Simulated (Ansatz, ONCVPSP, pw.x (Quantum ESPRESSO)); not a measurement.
**osmium (Os): one change to the ONCV potential, in the atom and in the diamond crystal**

Os (Z = 76), optimised norm-conserving Vanderbilt (ONCV), made with ONCVPSP 4.0.1.1 (patched build) (LDA (Perdew-Wang 92), scalar-relativistic). Core [Kr] 4d10 4f14, reference 5s2 5p6 5d6 (charge +2). Waves: 5s: rc 1.75 bohr, ncon 4, nbas 8, qcut 7.6 1/bohr, 2 projectors, debl 0.4 Ha; 5p: rc 1.90 bohr, ncon 4, nbas 9, qcut 7.1 1/bohr, 3 projectors, debl 3.5 Ha; 5d: rc 2.55 bohr, ncon 3, nbas 7, qcut 5.4 1/bohr, 2 projectors, debl 3.1 Ha. Local part: polynomial inside 1.50 bohr (lpopt 2, dvloc0 0 Ha). Core correction: Teter function, fcfact 3, rcfact 1.65.

In the s channel the program set the typed energies aside and used -4.009, 0.050 Ha.

Change: all radii but the core radius scaled by about 1.25 (s 2.18, p 2.38, d 3.18 bohr); local potential polynomial inside 1.88 bohr (lpopt 2, dvloc0 0 Ha).

Cutoffs, loose and tight: the cutoffs (Ha) at which the residual kinetic energy of the hardest occupied pseudo-wave falls to 1 and 0.1 mHa per electron. They do not see the model core or the augmentation charge, which bear on the density cutoff. Test errors are all-electron minus pseudo excitation energies from the reference, over the configurations 5s2 5p6 5d6 6s2; 5s2 5p6 5d6 6s1; 5s2 5p6 5d5; 5s2 5p6 5d7; variants that change the core or the reference have their own tests.

Crystal test: diamond Os in pw.x 7.5, no spin, 8³ k-points, Fermi–Dirac smearing 0.01 Ry, cutoffs set for each file from its atomic test. The reference is all-electron LAPW (Ansatz 0.2.0) with the same functional, mesh and smearing; V0 and B0 come from Birch–Murnaghan fits to the pressures at five volumes. Errors are pseudo minus all-electron; Δ is the rms difference of the E(V) curves that follow from these fits, minima aligned, over ±6 % about the mean V0. Mesh and smearing are coarse, so the numbers serve the comparison and aren't converged zero-temperature values; the lattice is a test structure that the element need not adopt.

All-electron: a0 = 5.473 Å (V0 = 20.50 Å³/atom), B0 = 231.9 GPa.

Q: Does the change bring the crystal closer to the all-electron result?

A: The mean pressure error goes from -1.22 to -0.47 GPa, so the change moves the solid closer to the all-electron pressures. The B0 error goes the other way, from -0.4 to -5.3 %. At 80 % of its cutoff the pressure of the base moves by -1.28 GPa.

```tsv
quantity	base	changed
outcome (atom)	generated, projector energies reset by the program	generated, projector energies reset by the program
cutoff, loose (atom)	19 Ha	14 Ha
cutoff, tight (atom)	23 Ha	17 Ha
bound ghosts (atom)	none	none
largest test error (meV) (atom)	+31	+108
cutoffs in pw.x (Ry)	55/220	50/200
a0 (Å)	5.464	5.470
a0 error (%)	-0.17	-0.06
B0 error (%)	-0.4	-5.3
Δ (meV/atom)	5.5	2.5
mean pressure error (GPa)	-1.22	-0.47
```

Base: The largest radius (2.55 bohr) exceeds half the bond length (2.24 bohr), so the spheres overlap, which is one possible source of error among others. Changed file: The largest radius (3.18 bohr) exceeds half the bond length (2.24 bohr), so the spheres overlap, which is one possible source of error among others.
